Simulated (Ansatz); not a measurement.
**CF (doublet): from Hartree-Fock to the top rungs, cc-pVTZ**

Aim: climb from Hartree-Fock through coupled cluster and multireference methods for CF (doublet) at one geometry and basis, and see what each rung misses.

The runs use Ansatz 0.2.0, Gaussian basis; cc-pVTZ, correlated electrons: outside noble gas.

The runs, in order: UHF; CCSD(T) on ROHF; CCSD(T) on UHF; BCCD(T) on ROHF; CISD; CCSDT(Q) on ROHF; CCSDT(Q) on UHF; CASSCF and MRCISD+Q, 11 electrons in 8 orbitals; CASSCF and NEVPT2, 11 electrons in 8 orbitals.

### Step 1. The system

The geometry is a PBE0/def2-TZVP stationary point (not a proven minimum) of the parent state, kept for this charge and spin.

2 atoms, charge 0, spin multiplicity 2.

Atoms are counted from 1 here; the program's logs count them from 0.

Bond lengths: C1–F2 1.316 Å.

In the tables R marks a restricted open-shell determinant and U an unrestricted one; 'valence' is the active space of 11 electrons in 8 orbitals; correlation energies count from the lowest restricted Hartree-Fock solution.

### Step 2. UHF

The input, in.yaml:

```yaml
crystal:
  periodic: [false, false, false]
  atoms:
    - {symbol: C, position_ang: [0.000000, 0.000000, 0.000000]}
    - {symbol: F, position_ang: [0.000000, 0.000000, 1.315900]}
basis:
  gaussian: {orbitals: cc-pVTZ}
magnetization: {spin_polarized: true, initial_magnetization: 1}
hamiltonian: {xc: hf}
output: {orbitals: {seedname: orbitals}}
```

On the command line:

```sh
> ansatz run in.yaml --threads 1 --pin off --events-out ev --progress --plain --max-ram 3968MiB --backend cpu
```

The runs that follow: CCSD(T) on ROHF; CCSD(T) on UHF; BCCD(T) on ROHF; CISD; CCSDT(Q) on ROHF; CCSDT(Q) on UHF; CASSCF and MRCISD+Q, 11 electrons in 8 orbitals; CASSCF and NEVPT2, 11 electrons in 8 orbitals.

**Question.** What will the summary of the whole plan be? Wanted: correlation energy, UCCSDT(Q); RMP2 from UCCSDT(Q); UMP2 from UCCSDT(Q); RCCSD from UCCSDT(Q); RCCSD(T) from UCCSDT(Q); UCCSD(T) from UCCSDT(Q); RCCSDT(Q) from UCCSDT(Q); NEVPT2 valence from UCCSDT(Q); MRCISD+Q valence from UCCSDT(Q).

**Answer**, as computed:

| quantity | value |
| --- | --- |
| correlation energy, UCCSDT(Q) | -10.5603 eV |
| RMP2 from UCCSDT(Q) | +17.71 kcal/mol |
| UMP2 from UCCSDT(Q) | +18.21 kcal/mol |
| RCCSD from UCCSDT(Q) | +9.28 kcal/mol |
| RCCSD(T) from UCCSDT(Q) | +0.77 kcal/mol |
| UCCSD(T) from UCCSDT(Q) | +0.78 kcal/mol |
| RCCSDT(Q) from UCCSDT(Q) | +0.18 kcal/mol |
| NEVPT2 valence from UCCSDT(Q) | +33.41 kcal/mol |
| MRCISD+Q valence from UCCSDT(Q) | +3.69 kcal/mol |
| levels of the table within 1 kcal/mol (43 meV) | RCCSD(T), UCCSD(T), BCCD(T), RCCSDT, UCCSDT, RCCSDT(Q) |
| T1 diagnostic | 0.023 |
| effectively unpaired electrons | 1.01 |

In words: RCCSD(T) lands +0.77 kcal/mol from the yardstick (0.3 % of the correlation energy). One determinant dominates. Of the multireference levels listed MRCISD+Q valence comes nearest in total energy (+3.69 kcal/mol), which doesn't show that its space is the better one. These misses are within one basis, not against nature; the frozen cores of restricted and unrestricted runs differ, which can shift their rows.
